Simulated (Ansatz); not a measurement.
**Antifluorite Mg₂Ge**

The numbers are results of revPBE in Ansatz (plane waves, PAW), not measurements.

Run with plane-wave cutoff 520 eV, 20×20×20 k mesh, scalar-relativistic PAW data made under PBE.

Cell: relaxed at this level.

| Item | Result |
|---|---|
| elastic constant C11 | 104 GPa |
| elastic constant C12 | 19.0 GPa |
| elastic constant C44 | 40.0 GPa |
| Voigt–Reuss–Hill bulk modulus | 47.3 GPa |
| polycrystal shear modulus (Hill average) | 40.9 GPa |
| Young modulus | 95.3 GPa |
| Poisson ratio | 0.164 |

Elastic constants are with the ions relaxed.

Static lattice: no zero-point or thermal effects.

The result took about 27 core-minutes (a rough figure).

Ansatz is a first-principles code.
